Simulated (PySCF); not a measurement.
# C2H2F2 (Ethene, 1,1-difluoro-): the cost of one run

The runs use PySCF 2.14.0, with density-fitted response routines of our own; the level of theory stands in each step. All values are computed, except where a source is named. Atoms are numbered from 0 throughout.

**1. The starting structure**

6 atoms, charge 0, multiplicity 1; geometry from: MMFF94s. The atoms were then displaced at random by about 0.03 Å, so the start is not that level's minimum.

Bonds of the start (Å): C0–C1 1.42, C1–F2 1.37, C1–F3 1.33, C0–H4 1.09, C0–H5 0.97.

**2. Relaxing the molecule at PBE0-D3(BJ)/def2-SVP**

The job: settings as JSON, then the geometry in Å.

```
{"job": {"xc": "PBE0", "basis": "def2-SVP", "d3": "d3bj", "grid": 1, "shake": 0.03, "kind": "geom"}, "charge": 0, "multiplicity": 1}
C      0.760710    -0.163460    -0.039260
C     -0.635550     0.063160     0.039340
F     -1.486260    -1.007740     0.087080
F     -1.040790     1.325950     0.066440
H      1.348010     0.752050    -0.138070
H      1.117000    -1.065980    -0.084810
```

On the command line:

```sh
OMP_NUM_THREADS=1 python probes_run.py task.json out
```

One launch serves the whole session: the jobs run in the order shown.

**Question.** How long does this first job take on 1 thread of Arm Neoverse V1, shared host, and how much memory does it need?

About 7.3 s, with a peak of 0.28 GiB.
